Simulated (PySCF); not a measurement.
C₅H₁₃N.
Bonds: C1–C2, C2–C3, C2–N4, N4–C5, N4–C6. Hydrogens: H7, H8, H9 on C1; H10 on C2; H11, H12, H13 on C3; H14, H15, H16 on C5; H17, H18, H19 on C6.

Computed, not measured: PBE0-D3(BJ)/def2-TZVP geometry optimisation, gas phase in PySCF.

(1) List the bond lengths, angles and torsions at this level.

Results:

(1) 
```
                   bond  length (Å)   order
           C1–C2, C2–C3       1.524  single
                  C2–N4       1.461  single
           N4–C5, N4–C6       1.442  single
 C1–H7 and 5 like bonds       1.092  single
                 C2–H10       1.097  single
C5–H14 and 3 like bonds       1.092  single
         C5–H16, C6–H18       1.104  single
```

Bonds in one row agree within 0.01 Å and their mean is given. Orders are formal, as drawn. A selection of angles:
```
     angle  degrees
  C2–C1–H7    110.2
  C2–C1–H8    111.3
  H7–C1–H8    107.5
  C1–C2–C3    110.8
  C1–C2–N4    114.9
 C1–C2–H10    107.7
  C3–C2–N4    111.0
 N4–C2–H10    104.8
H12–C3–H13    108.7
  C2–N4–C5    113.2
  C2–N4–C6    115.1
  C5–N4–C6    111.1
 N4–C5–H14    109.9
 N4–C5–H16    114.0
H14–C5–H15    108.0
 N4–C6–H17    110.7
```

Dihedral angles: C1–C2–N4–C5 -70° (synclinal). The mirror-image conformer, all signs reversed, is as good.

N4 (tertiary amine nitrogen) is pyramidal (angles 115.1°, 113.2° and 111.1°, sum 339.5°, 0.39 Å off the plane of its three neighbours). Of the pairs four or more bonds apart, H11···H17 is among the closest relative to their van der Waals radii: 2.18 Å, 91 % of the sum of Bondi's values. The C–N distances run from 1.441 Å (N4–C5, drawn single) to 1.461 Å (C2–N4, drawn single), a spread of 0.020 Å.

Point group: C1 (no symmetry element, even within 0.4 Å). Not checked by PBE0-D3(BJ)/def2-TZVP frequencies. One conformer, not necessarily the lowest.

Time: 3.9 min wall, 8.2 min CPU; peak memory 1.7 GiB. Hardware: 2 threads, Intel Xeon at 2.50 GHz (x86_64), no GPU, shared host. That covers the optimisation of the geometry.
